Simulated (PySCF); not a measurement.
**Identify the compound**

The spectra below were simulated for a compound C3H4.

¹H NMR (300 MHz, computed): δ 7.33 (m, 2H), 1.08 (m, 2H).

¹³C{¹H} NMR (computed): δ 117.8 (CH, 2C), 5.1 (CH2).

PySCF calculation with shielding tensors at B97-2/pcSseg-2 (GIAO) and structure optimised with PBE0-D3(BJ)/def2-TZVP; in vacuum, non-relativistic Hamiltonian, one averaged value for each set of equivalent atoms, one conformer.

δ = σ(ref) − σ, references computed at the same level: ¹H (σref 31.64), ¹³C (σref 185.38) against TMS.

Choose the structure that fits.
A. C#CC
B. C=C=C
C. C1=CC1

Results:

C. 

1. Rings plus π bonds: 2 (1 ring in the answer).
2. 2 carbon signals for 3 carbons: some carbons are equivalent by symmetry or fast rotation.
3. Carbon types of the structure: 2 × CH, 1 × CH2, which accounts for all hydrogens.
4. δC 117.8: alkene CH; as expected for a trigonal carbon in a double bond.
5. δC 5.1: three-membered-ring carbon; carbons of three-membered rings are unusually shielded.
6. δH 7.33: hydrogen on an alkene CH; a vinylic proton, deshielded by the sp2 carbon and the C=C anisotropy.
7. δH 1.08: hydrogen on a three-membered-ring carbon; cyclopropane-type protons are shielded by the ring.

The others: C#CC would give 3 carbon signals, not 2; C=C=C would give 1 signal for carbon-bound and other non-exchanging H, not 2.

Shifts are as computed. Against solution values, carbons near 30 ppm lie about +3 ppm off and those near 130 ppm about +7 ppm. Of 1211 compounds with measured shifts, 218 miss one by over three times the rms of a fit or turn the order of signals round; such compounds aren't used in these exercises. Multiplicities follow the n + 1 count of equivalent neighbours, as no J values were calculated; m marks all less simple cases, F and P coupling included.
